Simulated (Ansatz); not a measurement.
Ge (P6₃/mmc, No. 194, 4 atoms in the cell; start mp-1007760; another form than the element's usual one), treated with r²SCAN (Ansatz, a quantum-chemistry and plane-wave program, PAW).

Settings: plane-wave cutoff 500 eV, 12×12×6 k mesh (along the axes of the cell as run), Fermi–Dirac smearing 0.05 eV, scalar-relativistic PAW data made under PBE.

Cell (relaxed at this level):

```
CELL_PARAMETERS angstrom
      3.99600     0.00000     0.00000
     -1.99800     3.46064     0.00000
      0.00000     0.00000     6.60201
ATOMIC_POSITIONS crystal
  Ge 0.66667 0.33333 0.06297
  Ge 0.33333 0.66667 0.93703
  Ge 0.33333 0.66667 0.56297
  Ge 0.66667 0.33333 0.43703
```

Predict the band gap.


- band gap = 0.10 eV (under three smearing widths, so not firm)

Note: the relaxation could not lower the start's symmetry, so the cell can be a saddle point above a distorted one.

Spin–orbit coupling is not included.

It cost around 110 core-seconds (rough) of CPU time.

A start named mp-… is a Materials Project structure, which need not be a measured phase.
